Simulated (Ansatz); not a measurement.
## Structure relaxation of K2As3

All numbers below come from Ansatz, DFT PBE, scalar-relativistic, plane waves, PAW. Cutoff 420 eV, Γ-centred k mesh, Gaussian smearing, no spin polarisation in the final step.

The start puts K2As3 on the A-type sesquioxide structure type (P-3m1, No. 164), with K in place of La, As in place of O, at a guessed volume.

```
K As
1.0
     4.61777    0.00000    0.00000
    -2.30888    3.99910    0.00000
     0.00000    0.00000    7.18449
K As
2 3
Direct
  0.33333 0.66667 0.24500
  0.66667 0.33333 0.75500
  0.00000 0.00000 0.00000
  0.33333 0.66667 0.64500
  0.66667 0.33333 0.35500
```

Cell and atoms relax at zero pressure; the relaxation can't lower the symmetry of the start. After a coarse first stage the cell is made exact in the group found at 0.06 Å.

Energies over the elements count from the elements' standard structures at the same level, with no empirical corrections.

Describe the relaxed structure.

It keeps P-3m1 (No. 164), but not the shape of the type it started on. Conventional cell: a = 3.958 Å, c = 11.525 Å. Around K lie 3 As at 3.32 Å, 3 As at 3.61 Å, 1 As at 3.93 Å and 6 K at 3.96 Å; As on Wyckoff site a (1 atom of the primitive cell) has 6 K at 3.32 Å and 6 As at 3.96 Å; around As on Wyckoff site d (2 atoms of the primitive cell) lie 3 As at 2.55 Å.

```cif
data_structure
_symmetry_space_group_name_H-M 'P-3m1'
_symmetry_Int_Tables_number 164
_cell_length_a 3.9583
_cell_length_b 3.9583
_cell_length_c 11.5251
_cell_angle_alpha 90.000
_cell_angle_beta 90.000
_cell_angle_gamma 120.000
_cell_volume 156.38
loop_
_atom_site_label
_atom_site_type_symbol
_atom_site_symmetry_multiplicity
_atom_site_Wyckoff_symbol
_atom_site_fract_x
_atom_site_fract_y
_atom_site_fract_z
_atom_site_occupancy
K1 K 2 d 0.33333 0.66667 0.20846 1
As1 As 1 a 0.00000 0.00000 0.00000 1
As2 As 2 d 0.33333 0.66667 0.54944 1
```

What are its volume, energy, density and gap?

The volume per atom is 31.28 Å³ and the density is 3.22 g/cm³. The energy over the elements is -0.08 eV/atom and the gap on the 12×12×4 mesh is 0 eV (a metal).

The final run used a 12×12×4 mesh on its 5-atom cell and 0.10 eV smearing. The k mesh leaves about 4 meV/atom of noise in metals. A structure relaxed within its symmetry needn't be a true minimum. The steps took of the order of 6 core-minutes in all.